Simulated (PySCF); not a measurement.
# Argon: a sound run and one with changed settings

Sound run: Ar [Ar], Ar⁺ [Ne] 3s2 3p5. Calculation: PySCF 2.14, in cc-pV(T+d)Z; the non-relativistic Hamiltonian (point nucleus). In the sound run the correlated levels freeze [Ne]. The sound run starts from symmetry-adapted Hartree-Fock orbitals and uses a fine grid where one is needed.

Changed run: a valence shell is frozen. This setting is unsound on purpose.

```
species   method  sound run (hartree)  changed run (hartree)  converged
     Ar      MP2           -527.02018             -526.96504        yes
     Ar  CCSD(T)           -527.04546             -526.97808        yes
    Ar⁺      MP2           -526.44384             -526.38260        yes
    Ar⁺  CCSD(T)           -526.47435             -526.39720        yes
```

Ionisation energy of Ar:

```tsv
method	sound run (eV)	changed run (eV)
UHF	14.571	14.571
MP2	15.683	15.849
SCS-MP2	15.580	15.785
CCSD	15.500	15.744
CCSD(T)	15.541	15.806
```

Freezing a valence shell removes pair correlation that changes on ionisation.

For comparison, NIST gives 15.760 eV between the lowest levels.
